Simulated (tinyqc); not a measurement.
Worked calculation (part 2 of 2): CIS on RHF in the sto-3g basis, frozen core, for H2O, spin multiplicity 1. Computed by tinyqc, a small Python program that keeps every step (integrals from PySCF). Command: `OMP_NUM_THREADS=1 python tinyqc.py 29386 29387 out.jsonl` (the two numbers bound the seeds that draw the settings). One thread of a shared host (Intel(R) Xeon(R) Processor @ 2.60GHz), about 0.07 s of CPU time with the checks.

Geometry (angstrom):
```
atom         x          y         z
O     0.000000   0.000000  0.000000
H     0.000000   0.776000  0.568000
H     0.000000  -0.776000  0.568000
```

## CIS triplet states

CIS matrix A, triplet (hartree), order 2>6, 2>7, 3>6, 3>7, 4>6, 4>7, 5>6, 5>7:
```
[[1.247611, 0.000000, 0.000000, -0.099680, -0.059136, 0.000000, 0.000000, 0.000000],
 [0.000000, 1.384170, -0.099680, 0.000000, 0.000000, 0.015093, 0.000000, 0.000000],
 [0.000000, -0.099680, 0.646376, 0.000000, 0.000000, -0.047949, 0.000000, 0.000000],
 [-0.099680, 0.000000, 0.000000, 0.756794, -0.047949, 0.000000, 0.000000, 0.000000],
 [-0.059136, 0.000000, 0.000000, -0.047949, 0.493410, 0.000000, 0.000000, 0.000000],
 [0.000000, 0.015093, -0.047949, 0.000000, 0.000000, 0.581615, 0.000000, 0.000000],
 [0.000000, 0.000000, 0.000000, 0.000000, 0.000000, 0.000000, 0.397945, 0.000000],
 [0.000000, 0.000000, 0.000000, 0.000000, 0.000000, 0.000000, 0.000000, 0.508311]]
```

Diagonalise A (1 hartree = 27.211386 eV); each vector has its largest component positive (the first on a tie).

triplet excitation energies (eV): [10.828632, 12.987324, 13.831860, 15.092791, 17.947383, 20.418344, 34.563364, 38.040318]

lowest vectors, order 2>6, 2>7, 3>6, 3>7, 4>6, 4>7, 5>6, 5>7:
```
[[0.000000, 0.101046, 0.000000, 0.000000, 0.000000, 0.166859],
 [0.000000, 0.000000, 0.000000, 0.044381, 0.128143, 0.000000],
 [0.000000, 0.000000, 0.000000, 0.500264, 0.855587, 0.000000],
 [0.000000, 0.203103, 0.000000, 0.000000, 0.000000, 0.961614],
 [0.000000, 0.973929, 0.000000, 0.000000, 0.000000, -0.217847],
 [0.000000, 0.000000, 0.000000, 0.864735, -0.501548, 0.000000],
 [1.000000, 0.000000, 0.000000, 0.000000, 0.000000, 0.000000],
 [0.000000, 0.000000, 1.000000, 0.000000, 0.000000, 0.000000]]
```
